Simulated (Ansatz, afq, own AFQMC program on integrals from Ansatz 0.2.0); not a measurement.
# BH$_{3}$S, triplet: AFQMC among the cluster methods

```yaml
atoms:
  - { symbol: B, position_ang: [-2.2810, 0.0000, 0.0000] }
  - { symbol: H, position_ang: [-2.8778, 1.0336, 0.0000] }
  - { symbol: H, position_ang: [-2.8778, -1.0336, 0.0000] }
  - { symbol: H, position_ang: [-0.6040, 0.0000, 0.0000] }
  - { symbol: S, position_ang: [0.9690, 0.0000, 0.0000] }
```

Connectivity, by distances: BH2 ··· SH.

Basis cc-pVTZ. Only valence electrons are correlated. Integrals, coupled cluster, full CI and functionals: Ansatz 0.2.0; the random walks run on the same integrals in our own AFQMC program. ph-AFQMC/CISD is guided by a CISD state made of CCSD amplitudes; releasing the constraint for a short imaginary time cuts its bias at the price of noise, slowly where states lie close. Uncertainties: one standard error, sampling alone.

Determinant: UHF, the one that the program's search chose, which needn't be the lowest solution. The geometry is a point of a scan.

No full CI on the walks' own integrals is used here. The released AFQMC energy serves as the reference, which it does only where one determinant dominates, the energy is flat over the last release times and near the phaseless one (40 meV or 2 meV an electron, half that with transition metals). On small molecules, where full CI could be run and the noise was under 10 meV, such values lay within 10 meV of it in 19 cases of 20, a flattering rate, since the rule was set on those same cases; what remains of the bias isn't in the error bar.

Cautions: lower spins were not checked; unrestricted determinant slightly spin contaminated (⟨S²⟩ 2.05 against 2.00); the released value is read at 2.40 1/Eh (meV from the phaseless value at times in 1/Eh: -16 ± 5 at 0.24, -12 ± 5 at 0.51, -19 ± 5 at 0.99, -28 ± 6 at 1.62, -22 ± 9 at 2.40).

- T1 diagnostic: 0.0166
- weight of the determinant in the CISD state: 0.865
- ⟨S²⟩ of the determinant: 2.055
- size of the correlated space: 12 electrons in 100 orbitals

| level | correlation energy (eV) |
| --- | --- |
| MP2 | -6.6684 |
| CCSD | -7.8665 |
| CCSD(T) | -8.1416 |

(1) Estimate where phaseless AFQMC with a CISD trial lies against CCSD(T) on the same integrals.

(1) 3.2 ± 0.5 kJ/mol below CCSD(T).

Reference: AFQMC with the constraint released, correlation energy -8.197 ± 0.009 eV.

```tsv
level	E − E(reference) (kJ/mol)	share of correlation (%)
CCSD(T)	5.4 ± 0.8	99.32
ph-AFQMC/CISD	2.1 ± 1.0	99.73
```

A walk keeps the symmetry of its determinant, which the program's search chose and which needn't be the lowest solution, so a lower state of the same spin and another symmetry isn't excluded. Released energies are given only where the last usable release times agree within the noise; a slower fall can still hide under it.
